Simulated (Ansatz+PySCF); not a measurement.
**singlet C₅H₁₂: levels of theory in one basis**

```yaml
atoms:
  - { symbol: C, position_ang: [0.0010, -0.0253, 0.0431] }
  - { symbol: C, position_ang: [0.8453, 0.8902, 0.9151] }
  - { symbol: C, position_ang: [0.8940, -0.9083, -0.9265] }
  - { symbol: C, position_ang: [-0.8975, 0.8371, -0.8730] }
  - { symbol: C, position_ang: [-0.8736, -0.8530, 0.8461] }
  - { symbol: H, position_ang: [0.3215, 1.5526, 1.5348] }
  - { symbol: H, position_ang: [1.5377, 0.2280, 1.5496] }
  - { symbol: H, position_ang: [1.4850, 1.5416, 0.2670] }
  - { symbol: H, position_ang: [0.2391, -1.5610, -1.5125] }
  - { symbol: H, position_ang: [1.5217, -0.2358, -1.5620] }
  - { symbol: H, position_ang: [1.4860, -1.5205, -0.2831] }
  - { symbol: H, position_ang: [-1.4876, 0.2568, -1.5398] }
  - { symbol: H, position_ang: [-1.5706, 1.5654, -0.2862] }
  - { symbol: H, position_ang: [-0.2957, 1.5783, -1.5426] }
  - { symbol: H, position_ang: [-1.5488, -1.5642, 0.3117] }
  - { symbol: H, position_ang: [-0.2656, -1.5272, 1.4850] }
  - { symbol: H, position_ang: [-1.5459, -0.2995, 1.5756] }
```

Basis set: def2-SVP (spherical functions). Left uncorrelated: 5 orbitals. Charge 0, multiplicity 1.

Computed with Ansatz (development build ahead of 0.2.0); each method stands on the lowest determinant of its kind that the runs found.

```
method  E − E(RHF) (eV)  <S²> of the determinant
   RHF             0.00                     0.00
```

Task: What does RHF-MP2 give on the same scale?

Result: -20.17 eV.

Task: Is a single determinant a sound starting point here?

Result: By this sign, yes. Unrestricted orbitals gain 0.00 eV and <S²> is 0.00 against 0.00 for a pure state.
